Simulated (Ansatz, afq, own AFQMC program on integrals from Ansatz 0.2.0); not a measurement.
As, quartet in aug-cc-pVDZ, levels against full CI

A free As atom.

Basis aug-cc-pVDZ. Noble-gas cores (and the filled d shells of Ga–Kr and In–Xe) are frozen. AFQMC by an in-house program on the Cholesky factors that Ansatz 0.2.0 writes for its CCSD(T) run. ph-AFQMC/CISD is guided by a CISD state made of CCSD amplitudes; releasing the constraint for a short imaginary time cuts its bias at the price of noise, slowly where states lie close. Free AFQMC starts from the CCSD state and is never constrained. Its projection time is finite, and what remains of the start isn't in its error. ± is one standard error of the sampling. No spin–orbit coupling.

Determinant: UHF, the one that the program's search chose, which needn't be the lowest solution.

Full CI on the same integrals is exact in this basis and with this determinant's frozen core.

Cautions: no relativity below Rb; no spin-orbit coupling; inner d shell frozen.

* T1 diagnostic: 0.0025
* weight of the determinant in the CISD state: 0.948
* ⟨S²⟩ of the determinant: 3.751
* size of the correlated space: 5 electrons in 22 orbitals

| level | correlation energy (eV) |
| --- | --- |
| MP2 | -1.5551 |
| CCSD | -1.9683 |
| CCSD(T) | -1.9997 |

(1) Estimate where free-projection AFQMC lies against CCSD(T) on the same integrals.

(1) 0.36 ± 0.01 mEh below CCSD(T).

Reference: full CI, correlation energy -2.010 eV. The released energy is read at 1.50 1/Eh (meV from the phaseless value at times in 1/Eh: 0.3 ± 0.5 at 0.24, 0.2 ± 0.4 at 0.50, -0.6 ± 0.3 at 1.00, -0.9 ± 0.3 at 1.50).

```
         level  E − E(reference) (mEh)  share of correlation (%)
       CCSD(T)                    0.38                     99.49
         CCSDT                    0.09                     99.87
      CCSDT(Q)                    0.02                     99.97
        CCSDTQ                    0.00                    100.00
   ph-AFQMC/HF             0.63 ± 0.41                     99.15
 ph-AFQMC/CISD             0.05 ± 0.02                     99.94
released AFQMC             0.02 ± 0.01                     99.98
    free AFQMC             0.02 ± 0.01                     99.97
```

CCSDT and higher add their correlation energy to the determinant of the CCSD(T) run, since their own runs factorise the integrals more tightly (a shift of under 2 meV). Free projections are given only where their last times agree within the noise and don't stop above the reference; a slow remainder of the start can still hide under it. A walk keeps the symmetry of its determinant, which the program's search chose and which needn't be the lowest solution, so a lower state of the same spin and another symmetry isn't excluded. Released energies are given only where the last usable release times agree within the noise; a slower fall can still hide under it.
